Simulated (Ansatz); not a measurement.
Two shapes of singlet CO2.

Shape 1:

```xyz
3

O    -0.0130   -0.0123   -1.2060
C    -0.0472    0.0129   -0.0104
O     0.0186    0.0373    1.1318
```

Shape 2:

```xyz
3

O     0.0000    0.0000   -1.2521
C     0.0000    0.0000    0.0000
O     0.0000    0.0000    1.2521
```

Basis set: cc-pVDZ (spherical functions). Left uncorrelated: 3 orbitals. Charge 0, multiplicity 1.

Computed with Ansatz (development build ahead of 0.2.0); each method stands on the lowest determinant of its kind that the runs found.

Problem. Which shape is lower in energy, and by how much in each method?

Solution.

```csv
method,E(2) − E(1) (eV)
RHF,1.114
RHF-MP2,0.404
```

Shape 1 is lower.
